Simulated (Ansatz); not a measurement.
Process, species as SMILES: [OH] (OH) → OH+ (triplet, bonded as [OH]) + e-
B3LYP-D3(BJ)/def2-TZVP geometries, fixed; electronic energies without zero-point terms.
Largest species:
```xyz
2

O      0.0000     0.0000    -0.1085
H      0.0000     0.0000     0.8682
```
Charge 0, spin multiplicity 2.

The adiabatic ionisation energy at CCSD(T) with Ansatz (an electronic-structure program), in eV, split into its Hartree-Fock and correlation parts. Cores are frozen. Open shells are unrestricted. No added dispersion term, no relativity. Functions are those of the species that has most.

```json
[
 {"basis": "aug-cc-pVDZ", "X": "2", "functions": "32", "Hartree-Fock": "11.383", "CCSD(T)": "12.685"},
 {"basis": "aug-cc-pVTZ", "X": "3", "functions": "69", "Hartree-Fock": "11.361", "CCSD(T)": "12.903"},
 {"basis": "aug-cc-pVQZ", "X": "4", "functions": "126", "Hartree-Fock": "11.356", "CCSD(T)": "12.983"},
 {"basis": "aug-cc-pV5Z", "X": "5", "functions": "207", "Hartree-Fock": "11.355", "CCSD(T)": "13.012"}
]
```

Worked estimate of the basis-set limit from each neighbouring pair, with Hartree-Fock from the larger set and the correlation part extrapolated as X^-3.
Correlation parts: X = 2: 1.302, X = 3: 1.542, X = 4: 1.627, X = 5: 1.657.
- (2,3): (27·(1.542) - 8·(1.302))/19 = 1.643; with Hartree-Fock 11.361 the estimate is 13.004 eV.
- (3,4): (64·(1.627) - 27·(1.542))/37 = 1.689; with Hartree-Fock 11.356 the estimate is 13.045 eV.
- (4,5): (125·(1.657) - 64·(1.627))/61 = 1.688; with Hartree-Fock 11.355 the estimate is 13.043 eV.
The last two estimates differ by 0.002 eV; the largest set lies 0.031 from the last. Over the last step Hartree-Fock moves by -0.001 and the correlation part by 0.030.
